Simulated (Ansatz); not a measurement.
## Ansatz (development build ahead of 0.2.0) run

```yaml
crystal:
  periodic: [false, false, false]
  atoms:
    - { symbol: H, position_ang: [0.0, 0.0, 0.0] }
    - { symbol: H, position_ang: [0.0, 0.0, 1.344] }
    - { symbol: O, position_ang: [0.0, 0.7782, -0.5449] }
basis:
  gaussian: { orbitals: pcseg-2 }
total_charge: -1
magnetization:
  initial_magnetization: 1
hamiltonian:
  xc: { name: B3LYP }
```

The input is written out in the form of the current development build from the run's settings.

Results

```
Converged                       : yes
Total energy                    : -76.35180 hartree
Spin squared of the determinant : 0.750
Stability test                  : minimum among restricted orbitals
```

Caution: no diffuse functions for an anion.
